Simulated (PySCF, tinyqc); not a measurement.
Inside a calculation. Method: FCI on RHF in the sto-3g basis, frozen core, for LiH, spin multiplicity 1. The lowest restricted solution is unstable here: a spin-polarised one lies 0.0831 hartree lower (PySCF). One step of it, computed by the program tinyqc.

Problem. FCI: roots. Diagonalise (each vector has its largest component positive (the first on a tie)); all determinants have Ms = 0, so triplets appear too. The lowest singlet root is the correlation energy.

Occupation strings over the orbitals (2 doubly, a alpha, b beta, 0 empty; spin orbitals ordered 1a 1b 2a 2b ...): 220000 2ab000 2a000b 2ba000 2b000a 202000 20a00b 200200 200020 20b00a 200002

H - E(HF) between determinants (hartree), lower triangle:
```
           220000     2ab000     2a000b     2ba000     2b000a     202000     20a00b     200200
220000   0.000000
2ab000   0.000000   0.063615
2a000b   0.000000  -0.007658   0.176278
2ba000   0.000000  -0.065751  -0.075320   0.063615
2b000a   0.000000  -0.075320  -0.119029  -0.007658   0.176278
202000   0.065751   0.105160  -0.053196  -0.105160   0.053196   0.357692
20a00b   0.075320  -0.053196   0.047033  -0.082972   0.051609  -0.120127   0.319370
200200   0.022034   0.024586   0.014174  -0.024586  -0.014174   0.040342   0.006401   0.543845
200020   0.022034   0.024586   0.014174  -0.024586  -0.014174   0.040342   0.006401   0.016869
20b00a  -0.075320  -0.082972   0.051609  -0.053196   0.047033   0.120127  -0.060669  -0.006401
200002   0.119029  -0.051609   0.058823   0.051609  -0.058823   0.060669  -0.050928   0.016434

           200020    20b00a    200002
200020   0.543845
20b00a  -0.006401  0.319370
200002   0.016434  0.050928  0.399102
```

Give: lowest roots of this matrix, relative to E(HF); lowest vectors; <S^2> of these roots; weight of the ground state by excitation level 0, 1, 2, ....

Solution.

lowest roots of this matrix, relative to E(HF) (hartree): -0.0923  -0.0753  -0.0178  0.0226  0.2904  0.3093  0.3665  0.4567

lowest vectors:
```
         root 1  root 2   root 3   root 4
220000   0.8394  0.0000  -0.3230   0.0000
2ab000   0.1565  0.6318   0.5104  -0.1519
2a000b  -0.0462  0.2612  -0.2380   0.6017
2ba000  -0.1565  0.6318  -0.5104  -0.1519
2b000a   0.0462  0.2612   0.2380   0.6017
202000  -0.3108  0.0000  -0.3841   0.0000
20a00b  -0.2413  0.1804  -0.0537  -0.3390
200200  -0.0099  0.0000  -0.0008   0.0000
200020  -0.0099  0.0000  -0.0008   0.0000
20b00a   0.2413  0.1804   0.0537  -0.3390
200002  -0.1703  0.0000   0.3286   0.0000
```

<S^2> of these roots: 0.0000  2.0000  0.0000  2.0000  0.0000  0.0000  2.0000  0.0000

weight of the ground state by excitation level 0, 1, 2, ...: 0.7045  0.0532  0.2422

The reference has a weight of only 0.70: one determinant is a poor start here. A root of higher spin lies below E(HF).
